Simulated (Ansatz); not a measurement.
Process, species as SMILES: O=S(F)F + 3 [H][H] (H2) → 2 F (HF) + O (H2O) + S (H2S)
B3LYP-D3(BJ)/def2-TZVP geometries, fixed; electronic energies without zero-point terms.

Effect of a fitting basis named in the input at MP2/aug-cc-pV(T+d)Z with Ansatz (a first-principles code), against the last row, where the energy of full hydrogenation is -63.20 kcal/mol. Cores are frozen. The default fits or decomposes integrals by the program's own choice; accuracy: high also tightens integrals, grids and stops.

```csv
setting,largest shift of a total energy (mEh),shift of the energy of full hydrogenation (kcal/mol)
fitting: def2-universal-jkfit and def2-SVP-RIFIT,-11.467,0.561
fitting: def2-universal-jkfit and cc-pVDZ-RIFIT,-8.432,0.484
fitting: def2-universal-jkfit and cc-pVTZ-RIFIT,-0.332,0.057
fitting: def2-universal-jkfit and aug-cc-pVTZ-RIFIT,0.424,-0.105
fitting: def2-universal-jkfit and cc-pVQZ-RIFIT,0.461,-0.147
fitting: def2-universal-jkfit and aug-cc-pVQZ-RIFIT,0.468,-0.171
accuracy: high,-0.002,0.000
accuracy: medium (default),0.000,0.000
```

Within 0.1 kcal/mol in the energy of full hydrogenation: fitting: def2-universal-jkfit and cc-pVTZ-RIFIT; accuracy: high. The largest shift is 11.467 mEh in a total energy and 0.561 kcal/mol in the difference.
